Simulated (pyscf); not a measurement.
A first-order saddle from PySCF, ωB97X-D3(BJ)/def2-SVP:

```xyz
11

As    -2.4865    -1.1656     1.2498
O     -0.8938     0.0178     0.9788
Si     0.1949     0.0044    -0.3273
H     -3.4157    -0.6922     0.1409
H     -1.7136    -2.0658     0.2319
H      1.0656     1.1928    -0.1372
H      0.9878    -1.2512    -0.2916
H     -0.5712     0.0975    -1.5995
Si    -1.9461     1.3951     1.6457
H     -1.8862     2.3431     0.4645
H     -0.9997     2.0832     2.6002
```

Surface: singlet, charge 0. Lowest wavenumbers (cm⁻¹): 314i, 95, 112, 144, 197.

### Question
What reaction is this the transition state of?

### Answer
H₃Si–O–AsH₂ + silylene (SiH₂) [singlet] <-> H₃Si–O–SiH₂–AsH₂, an insertion read from left to right: As–O broken and As–Si, O–Si formed. At ωB97M-D3(BJ)/def2-TZVP it lies -66.5 kJ/mol from the left side and +312.7 kJ/mol from the right (each side as separated species at their lowest minima found). On the reactant side the descent ends in an adduct with a O–Si contact, 100.7 kJ/mol under the separated species and 13.1 kJ/mol under the saddle at ωB97X-D3(BJ)/def2-TZVP. At ωB97M-D3(BJ) the saddle lies under the separated reactants, which points to a path from their complex (located at ωB97X-D3(BJ) alone). What is counted as formed (O–Si) is already present as a longer contact in the reactant adduct; forming that adduct is a step of its own. At ωB97X-D3(BJ) the barrier from the zero used here is -87.6 kJ/mol. From the product side, •H₂Si–O–SiH₃ + AsH₂• lies, by one bond made or cut, 22.3 kJ/mol under this saddle at ωB97M-D3(BJ). H₃Si–O–AsH₂ lies 44.7 kJ/mol over its isomer HO–SiH₂–AsH₂ (electronic energy, ωB97M-D3(BJ)). This is the saddle that the search found; another between the same sides may lie lower. Elements up to Kr have no core potential and no relativistic terms here.
